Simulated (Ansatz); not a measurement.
Zinc-blende HgSe was calculated with PBE-D4 (Ansatz, an electronic-structure program, PAW).

Run with plane-wave cutoff 520 eV, 10×10×10 k mesh, Fermi–Dirac smearing 0.01 eV, scalar-relativistic PAW data made under PBE.

Pressure at four volumes; x = ln(V/29.393 Å³). One pressure is withheld.

```tsv
V (Å³/atom)	x	P (GPa)
27.629	-0.0619	?
28.217	-0.0408	2.21
29.393	0.0000	0.00
31.157	0.0583	-2.45
```

**Question.** Pass a parabola P(x) through the three rows shown, estimate the bulk modulus and its pressure derivative near zero pressure, and predict the withheld pressure.

**Answer.** Slopes between the rows: (0.00 − (2.21))/(0.0000 − (-0.0408)) = -54.17 and (-2.45 − (0.00))/(0.0583 − (0.0000)) = -42.02 GPa. Their difference over the span 0.0991 is c = 12.15/0.0991 = 122.6 GPa, so P(x) = 2.21 + (-54.17)(x − (-0.0408)) + 122.6 (x − (-0.0408))(x − (0.0000)). At the middle row B = −dP/dx = −[-54.17 + 122.6 × 0.0408] = 49.2 GPa, and B′ = dB/dP = 2c/B = 5.0. At x = -0.0619 the parabola gives 3.51 GPa; the run gives 3.53 GPa. The Birch–Murnaghan fit to the energies at all volumes has B0 = 48.7 GPa and B′ = 5.0.

Measured, for comparison: bulk modulus 50 GPa (temperature not stated, no zero-point or thermal correction, our sources range from 48.5 to 51.6; as tabulated in Toher et al. (2017), arXiv:1611.05714). Computed (rounded) less measured: bulk modulus -3 % (inside the range of the sources held).

Spin–orbit coupling is not included; it can open a gap where bands touch, and shift volumes and moduli.
